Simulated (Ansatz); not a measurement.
Mulliken charges of `O=C=C(O)O` from B3LYP/def2-TZVPP in Ansatz (PBE0-D4/def2-TZVP geometry).

```csv
atom,x (Å),y (Å),z (Å),charge (e)
O1,0.686,-2.025,1.192,-0.154
C2,0.364,-1.065,0.621,0.205
C3,-0.002,0.023,-0.026,0.132
O4,-1.086,0.738,0.394,-0.304
O5,0.701,0.439,-1.119,-0.304
H6,-1.814,0.598,-0.224,0.212
H7,1.212,1.224,-0.884,0.212
```

Question: By hand: the dipole of these point charges (1 e Å = 4.8032 D).

Answer: Σ q r = (-0.042, 0.125, -0.074) e Å, of length 0.151 e Å = 0.73 D.

Question: How does the dipole of the full density compare? (Best estimate.)

Answer: Ansatz gave: (-0.112, 0.332, -0.197) e Å, 1.93 D; the point charges give 0.38 times that, at 0° from its direction.

Point charges leave out the atoms' own dipoles, such as those of lone pairs, and Mulliken's split depends on the basis, so the two needn't agree.

B3LYP here is the variant with VWN-RPA as its local correlation; programs differ in this.
